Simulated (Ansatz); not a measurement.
A made-up structure of Si$_{2}$H$_{7}$S (charge +1), singlet:

Si1  (-1.501, 0.810, -0.630)
Si2  (0.142, -0.838, -0.278)
S3  (1.909, 0.289, 0.692)
H4  (-0.895, -1.492, 0.438)
H5  (-0.891, 1.820, -1.523)
H6  (-1.826, 1.358, 0.708)
H7  (0.894, -1.343, -1.448)
H8  (-0.107, -1.900, 0.722)
H9  (1.374, 0.493, 1.915)
H10  (2.640, -0.775, 1.089)
(Å)

It is relaxed with PBE-D4/def2-SVP and then PBE0-D4/def2-TZVP (Ansatz 0.2.0). Atoms count as bonded within 1.22 times the sum of their covalent radii (H–H: 0.88 Å). The end point is not checked to be a true minimum.

Q: Does its bonding change? (A judgement: the text doesn't fix the answer.)

A: The calculation gives: Yes. Formed: Si1–H4; broken: Si2–H4.

Where it ends: The first stage lowers the energy by 4.95 eV in 17 steps. It ends as Si₂H₇S ([SiH3][SiH2][SH2]), total charge +1:
Si1  (-1.424, 0.443, -0.455)
Si2  (0.382, -1.005, -0.032)
S3  (2.078, 0.372, 0.718)
H4  (-2.510, -0.441, -0.935)
H5  (-0.955, 1.407, -1.475)
H6  (-1.738, 1.094, 0.838)
H7  (1.124, -1.564, -1.184)
H8  (0.281, -1.971, 1.085)
H9  (1.580, 0.661, 1.939)
H10  (2.920, -0.575, 1.186)
(Å)

Labels in which every atom is bracketed show which atoms are joined, not bond orders.

For scale, one of the runs: PBE0-D4/def2-TZVP relaxation, 153 basis functions, launched by `ansatz run in.yaml --threads 2 --pin off --events-out ev --progress --plain --max-ram 4352MiB`. The run took about 36 s on 2 CPU threads of an Arm Neoverse V1 (shared host).
